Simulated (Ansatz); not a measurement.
## doublet NO: levels of theory in one basis

```yaml
atoms:
  - { symbol: N, position_ang: [0.0000, 0.0000, 0.0000] }
  - { symbol: O, position_ang: [0.0000, 0.0000, 1.6600] }
```

Basis set: def2-SVP (spherical functions). Left uncorrelated: 2 orbitals. Correlation on ROHF uses semicanonical orbitals with singles. Charge 0, multiplicity 2.

Computed with Ansatz (development build ahead of 0.2.0); each method stands on the lowest determinant of its kind that the runs found.

| method | E − E(ROHF) (eV) | <S²> of the determinant |
| --- | --- | --- |
| ROHF | 0.00 | 0.75 |
| UHF | -3.55 | 2.14 |
| ROHF-MP2 | -7.89 | – |

Problem. What does UHF-MP2 give on the same scale?

Solution. -9.31 eV.

Problem. Is a single determinant a sound starting point here?

Solution. It is doubtful. Unrestricted orbitals lower Hartree–Fock by 3.55 eV and <S²> is 2.14 where a pure state has 0.75, a sign of strong static correlation.

Caution for ROHF, ROHF-MP2: an unrestricted determinant lies well below. Caution for UHF, UHF-MP2: the unrestricted determinant is a mixture of spin states. Caution for ROHF-MP2, UHF-MP2: bonds are stretched, where a single reference can fail; forces differ strongly between restricted and unrestricted references. Caution for ROHF-MP2: other determinants can give a lower correlated total.
